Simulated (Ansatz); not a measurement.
The input, for Ansatz 0.2.0:

```yaml
crystal:
  periodic: [false, false, false]
  atoms:
    - {symbol: Al, position_ang: [0.000000, -0.104009, 0.648758]}
    - {symbol: N, position_ang: [0.000000, 0.087527, -1.114734]}
    - {symbol: H, position_ang: [0.000000, 1.256470, 1.498750]}
    - {symbol: H, position_ang: [0.000000, 0.977077, -1.591329]}
    - {symbol: H, position_ang: [0.000000, -0.665655, -1.783277]}
basis:
  gaussian: {orbitals: cc-pVDZ}
total_charge: 1
magnetization: {spin_polarized: true, initial_magnetization: 0}
correlation: {method: bccd, electrons: outside_noble_gas}
output: {forces: true}
```

```sh
$ ansatz run in.yaml --threads 1 --pin off --events-out ev --progress --plain --max-ram 2393MiB
```

Log:

```
445 factors; integrals over basis functions are off by at most 1.4e-3 eV
mean field evaluation 1: about -8096.1453 eV, gradient 4.3e1 eV
mean field evaluation 2: about -8096.1453 eV, gradient 4.3e1 eV
mean field evaluation 4: about -8104.3352 eV, gradient 2.2e0 eV
mean field evaluation 8: about -8104.3814 eV, gradient 1.0e-4 eV
mean field evaluation 16: about -8104.3797 eV, gradient 7.9e-2 eV
mean field evaluation 32: about -8104.3203 eV, gradient 8.0e-1 eV
mean field evaluation 64: about -8103.5773 eV, gradient 6.1e-1 eV
mean field evaluation 96: about -8100.2110 eV, gradient 1.0e-1 eV
mean field evaluation 128: about -8098.0175 eV, gradient 6.1e-1 eV
mean field evaluation 160: about -8096.2452 eV, gradient 3.3e0 eV
mean field -8104.38135066 eV, -297.8305212899 hartree, gradient 2.0e-6 eV, S^2 0.000000; 6 other end points of the search recorded, 0 dependent functions left out
determinant -8104.38135066 eV, -297.8305212899 hartree, with singles and doubles -8111.11802863 eV, -298.0780896390 hartree
determinant -8103.58953446 eV, -297.8014225813 hartree, with singles and doubles -8109.12623345 eV, -298.0048925160 hartree
6 core orbitals not correlated: weight in the atoms' cores, before any rotation towards them, 1.000 or more for the frozen orbitals, at most 0.000 for the correlated occupied ones
reference -8104.38135066 eV, -297.8305212899 hartree; 5, 5 occupied and 36, 36 virtual orbitals, 445 factors
second order -6.15489592 eV of doubles, -0.00000000 eV of singles
cycle   1  -6.71845173 eV  change    1.8e-2 eV  update   9.9e-3
cycle   2  -6.72135653 eV  change   -2.9e-3 eV  update   2.8e-3
cycle   3  -6.72158529 eV  change   -2.3e-4 eV  update   1.4e-3
cycle   4  -6.72082292 eV  change    7.6e-4 eV  update   3.7e-4
cycle   5  -6.72089425 eV  change   -7.1e-5 eV  update   1.9e-4
cycle   6  -6.72092428 eV  change   -3.0e-5 eV  update   6.8e-5
cycle   7  -6.72094840 eV  change   -2.4e-5 eV  update   2.8e-5
cycle   8  -6.72095789 eV  change   -9.5e-6 eV  update   1.1e-5
cycle   9  -6.72096013 eV  change   -2.2e-6 eV  update   3.6e-6
cycle  10  -6.72096035 eV  change   -2.2e-7 eV  update   1.2e-6
cycle  11  -6.72096029 eV  change    6.2e-8 eV  update   5.1e-7
the calculation of the forces begins
mean field evaluation 192: about -8104.3814 eV, gradient 2.0e-6 eV
Total energy: -8111.10231095 eV, -298.0775120249 hartree
Atom 0 at     0.000000    -0.104009     0.648758 Å, force     0.000000     2.199125    -1.247918 eV/Å
Atom 1 at     0.000000     0.087527    -1.114734 Å, force    -0.000000    -1.629238     1.207208 eV/Å
Atom 2 at     0.000000     1.256470     1.498750 Å, force     0.000000    -0.894411     0.680638 eV/Å
Atom 3 at     0.000000     0.977077    -1.591329 Å, force    -0.000000     0.716214    -0.033786 eV/Å
Atom 4 at     0.000000    -0.665655    -1.783277 Å, force     0.000000    -0.391691    -0.606143 eV/Å
Dipole moment:     0.000000    -0.467555     0.504608 e Å
```

Forces (eV/Å):
```
Al   0.000  2.199 -1.248
N    0.000 -1.629  1.207
H    0.000 -0.894  0.681
H    0.000  0.716 -0.034
H    0.000 -0.392 -0.606
```

Ran on 1 thread of Intel Xeon, shared host: 19 s wall, 0.19 GiB peak host memory.
